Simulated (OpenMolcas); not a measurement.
## SiH4 (silane): methods side by side

The species is SiH4 (5 atoms), meant as a singlet with charge 0. As SMILES, `[SiH4]`. The coordinates come from a PBE0-D4/def2-TZVP relaxation.

```tsv
atom	x (Å)	y (Å)	z (Å)
Si	0.0000	0.0000	-0.0001
H	0.9676	-0.6884	0.8909
H	-1.3310	0.0449	0.6560
H	-0.1051	-0.7403	-1.2826
H	0.4685	1.3838	-0.2642
```

Each level gives the energy change with the Si1–H3 bond stretched from 1.485 to 2.969 Å (eV). The values are calculated.

```csv
level,kind,program,value (eV),less FCI/STO-3G,CPU time (all runs)
HF/STO-3G (restricted),Hartree–Fock,OpenMolcas,8.21,+3.42,3 s
SVWN5/STO-3G (restricted),LDA,OpenMolcas,6.01,+1.22,7 s
PBE0/STO-3G (restricted),global hybrid,OpenMolcas,6.50,+1.71,7.2 s
B2PLYP/STO-3G (restricted),double hybrid,OpenMolcas,6.26,+1.47,6.2 s
MP2/STO-3G (restricted),perturbation theory,OpenMolcas,6.34,+1.55,3.1 s
"CASPT2(2,2)/STO-3G",multireference,OpenMolcas,4.81,+0.02,3.1 s
"MRCI(2,2)/STO-3G",multireference,OpenMolcas,4.80,+0.01,3.2 s
CISD/STO-3G (restricted),coupled cluster or CI,OpenMolcas,5.28,+0.49,3.2 s
FCI/STO-3G,exact in the basis,OpenMolcas,4.79,0.00,3.8 s
```

FCI/STO-3G is exact within its basis and frozen core, so for wave-function methods in that basis the difference is their error; functionals converge differently with the basis, so for them it is only a difference. Spin-restricted single references rise too steeply as a bond breaks, Hartree–Fock most of all. Perturbation and coupled-cluster corrections on them can overshoot downwards. The first shape isn't each level's own minimum. The values span 4.79 to 8.21 eV. All rows use very small basis sets, so even the best lies far from the true value. CPU times are rough (shared hosts, several kinds of processor): they show what a rung costs within a factor of a few.
